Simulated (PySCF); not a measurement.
Molecule: SMILES c1ccoc1, C4H4O.

Cartesian coordinates in Å; atom numbers follow the order of the lines, from 1:
```xyz
9

C     0.8664   -0.1844   -0.5200
C    -0.4564   -0.7286   -0.5618
C    -1.1638   -0.0596    0.3917
O    -0.3812    0.8492    1.0066
C     0.8442    0.7709    0.4515
H     1.7191   -0.4668   -1.1336
H    -0.8294   -1.5145   -1.2148
H    -2.1938   -0.1168    0.7341
H     1.5949    1.4505    0.8464
```

Spin–spin couplings on one PBE0-D3(BJ)/def2-SVP geometry, PySCF 2.14.0 with density-fitted response routines, gas phase, non-relativistic, equivalent pairs averaged; isotopes 13C, 1H, 17O; functional B3LYP.

Problem. How do the couplings (Hz) change with the basis set? Times are CPU seconds on shared hosts with different chips, so compare them loosely. Far from the basis limit: 6-31G-J, pcJ-0, 6-31G*, def2-TZVP, cc-pVTZ.

Solution. 
```tsv
basis set	functions	1J(C3,H8)	1J(C1,H6)	1J(C1,C5)	1J(C1,C2)	1J(C3,O4)	2J(O4,H8)	2J(C1,H9)	core-s
6-31G-J	76	222.0	192.5	77.4	56.0	35.5	-23.7	13.0	6.7
pcJ-0	77	192.6	171.1	61.0	47.3	34.0	-18.2	9.9	6.4
6-31G*	78	196.5	171.0	93.5	76.1	11.7	-16.8	8.5	7.1
pcJ-1	175	212.4	184.7	78.3	56.8	26.4	-21.2	14.1	16
def2-TZVP	179	202.2	175.3	77.5	55.4	29.2	-21.0	13.7	21
cc-pVTZ	206	191.6	166.1	86.3	54.6	27.6	-18.7	12.5	24
aug-cc-pVTZ-J	310	216.4	187.6	75.7	54.0	27.3	-22.3	15.0	47
```

The Fermi-contact term samples the wavefunction at the nucleus, which is why sets with added tight s functions (names with J) are made for couplings.
